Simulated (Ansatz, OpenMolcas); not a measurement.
# BH2 (boron dihydride): the vertical ionisation energy from total energies

BH2 has 3 atoms, charge 0, and is taken as a doublet. SMILES: `[BH2]`. Geometry: relaxed at PBE0-D4/def2-TZVP.

```csv
atom,x (Å),y (Å),z (Å)
B,0.2651,-0.1677,0.1297
H,0.2921,1.0149,0.2708
H,-0.5572,-0.8473,-0.4006
```

Both states at this one shape; open shells run unrestricted unless said. 1 Eh = 27.2114 eV.

```tsv
level	program	doublet BH2 (Eh)	singlet [BH2]+ (Eh)
UHF/def2-TZVPPD	Ansatz	-25.760829	-25.444668
U-r2SCAN/def2-TZVPPD	Ansatz	-25.916879	-25.573862
UM06-2X/def2-TZVPPD	OpenMolcas	-25.922626	-25.591543
UMP2/def2-TZVPPD, 1 core orbital frozen	Ansatz	-25.843239	-25.514986
```

Work out the vertical ionisation energy at each level.


1. UHF/def2-TZVPPD: -25.444668 − (-25.760829) = 0.316161 Eh = 8.60 eV.
2. U-r2SCAN/def2-TZVPPD: -25.573862 − (-25.916879) = 0.343017 Eh = 9.33 eV.
3. UM06-2X/def2-TZVPPD: -25.591543 − (-25.922626) = 0.331083 Eh = 9.01 eV.
4. UMP2/def2-TZVPPD: -25.514986 − (-25.843239) = 0.328253 Eh = 8.93 eV.

No measured value is set beside it here; the levels span 8.60 to 9.33 eV.
